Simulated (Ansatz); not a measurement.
## hcp Os

Level of theory: LDA in Ansatz (PAW).

Run with plane-wave cutoff 500 eV, 14×12×1 k mesh (along the axes of the cell as run), Fermi–Dirac smearing 0.1 eV, scalar-relativistic PAW data made under PBE.

Cell: relaxed at this level.

```
Quantity                                Value
----------------------------------  ---------
surface energy of the (11-20) face  4.78 J/m²
work function of the (11-20) face     5.09 eV
```

The slab of 20 atoms is relaxed and unreconstructed.

Spin–orbit coupling is not included.

Static lattice: no zero-point or thermal effects.

It cost roughly 90 core-minutes of CPU time.

Ansatz is an electronic-structure program.
